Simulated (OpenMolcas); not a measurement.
# CF2 (SMILES F[C]F): methods side by side

CF2: 3 atoms, total charge 0, spin state singlet. As SMILES, `F[C]F`. The shape is that of a GFN2-xTB optimisation.

```xyz
3

F     0.3969    1.0328    0.3328
C     0.3268   -0.2722    0.1497
F    -0.7238   -0.7606   -0.4825
```

Quantity: the energy change with the C2–F3 bond stretched from 1.320 to 3.300 Å, in eV. The values are calculated.

| level | kind | program | value (eV) |
| --- | --- | --- | --- |
| HF/STO-3G (unrestricted) | Hartree–Fock | OpenMolcas | 2.48 |
| CASPT2(2,2)/STO-3G | multireference | OpenMolcas | ? |
| CASSCF(2,2)/STO-3G | multireference | OpenMolcas | 2.87 |
| MRCI(2,2)/STO-3G | multireference | OpenMolcas | 3.56 |
| SC-NEVPT2(2,2)/STO-3G | multireference | OpenMolcas | ? |
| FCI/STO-3G | exact in the basis | OpenMolcas | 3.64 |

(1) Estimate what the levels marked ? give.

Answers

(1) As computed at these levels: CASPT2(2,2)/STO-3G: 3.55 eV; SC-NEVPT2(2,2)/STO-3G: 3.46 eV. The first shape isn't each level's own minimum. The values span 2.48 to 3.64 eV. Spin contamination of the reference (⟨S²⟩ at least 0.1 too high) touches HF/STO-3G. All rows use very small basis sets, so even the best lies far from the true value.
